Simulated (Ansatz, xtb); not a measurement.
## Relative energy of two isomers of CHS2

We compare a, `S=[C]S`, a doublet, with b, `[S]C=S`, a doublet. Both are isolated molecules in the gas phase, relaxed with PBE0-D3(BJ)/def2-SVP; the shapes shown needn't be the lowest conformers.

a (Å):

```
atom    x (Å)    y (Å)    z (Å)
   C  -0.6369  -0.4284  -0.2252
   S   0.9404  -0.6530   0.2419
   S  -1.6150   0.4064  -1.1356
   H   1.6040   0.2992  -0.4962
```

b (Å):

```xyz
4

C     0.1807    0.6506    1.0144
S    -0.0651    2.1486    0.3897
S    -0.4730   -0.8379    1.2410
H     1.2069    0.6403    1.4684
```

Task: Estimate which is lower in electronic energy at CCSD(T)/def2-TZVP, and by roughly how much.

Result: Too close to call at this level: CCSD(T)/def2-TZVP gives E(b) − E(a) = +3.71 kJ/mol.

Level by level:

```
               level              geometry  E(b) − E(a) (kJ/mol)  departure from the last row (kJ/mol)  job, with rough time for the two
            GFN2-xTB              GFN2-xTB                  −83.83                                −87.54               optimisation, 0.3 s
           HF/STO-3G              GFN2-xTB                 −103.85                               −107.55               single point, 2.1 s
  r2SCAN-D4/def2-SVP              GFN2-xTB                  −22.81                                −26.52               single point, 6.9 s
PBE0-D3(BJ)/def2-SVP  PBE0-D3(BJ)/def2-SVP                  −16.77                                −20.48                optimisation, 68 s
        HF/def2-TZVP  PBE0-D3(BJ)/def2-SVP                   −5.09                                 −8.80           part of the CCSD(T) run
       MP2/def2-TZVP  PBE0-D3(BJ)/def2-SVP                  +32.02                                +28.31           part of the CCSD(T) run
   CCSD(T)/def2-TZVP  PBE0-D3(BJ)/def2-SVP                   +3.71                                                   single point, 2.2 min
```

As drawn, b has 1 C–H in place of 1 S–H.

The largest departure from CCSD(T)/def2-TZVP is that of HF/STO-3G, 107.55 kJ/mol.

With harmonic frequencies from PBE0-D3(BJ)/def2-SVP (ideal gas, rigid rotor, one conformer each, 298.15 K, 1 atm): the zero-point term adds +1.63 kJ/mol; ΔH is +4.87 and ΔG +7.43 kJ/mol.

The T1 diagnostic of structure b is large, so the coupled-cluster value is less sure. Open shells are spin-unrestricted, with notable spin contamination under HF/STO-3G, HF/def2-TZVP, MP2/def2-TZVP, CCSD(T)/def2-TZVP. The correlated steps freeze 11 core orbitals. Run with Ansatz 0.2.0, xtb 6.7.1; the last row on 1 thread of Intel(R) Xeon(R) Processor @ 2.50GHz (Skylake/Cascade Lake) on a shared host.
